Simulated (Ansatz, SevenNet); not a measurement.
Elastic constant C13 (GPa) of solids drawn from the class of tetrahedrally bonded semiconductors and semimetals, at two levels: the machine-learned potential SevenNet-l3i5 (trained on PBE and PBE+U data), and PBE (Ansatz, a program for electronic structure, plane waves, PAW).

```tsv
solid	SevenNet-l3i5	PBE	shift (%)
2H-SiC	98.3	50.5	-49
wurtzite CdS	38.9	37.3	-4.1
wurtzite AlN	107	97.4	-9.0
wurtzite GaN	86.8	80.2	-7.6
wurtzite ZnO	97.4	92.8	-4.7
wurtzite BN (high-pressure phase)	124	58.2	-53
```

The shifts run from -53 % to -4.1 %, with a median of -8.3 %.

Over all 6 rows PBE is the larger in 0.

Ansatz's runs of these crystals have no spin polarisation.

Each level is taken at its own relaxed cell. Ansatz's density-functional and Hartree–Fock values are scalar-relativistic unless marked +SOC, with PAW data made under PBE.
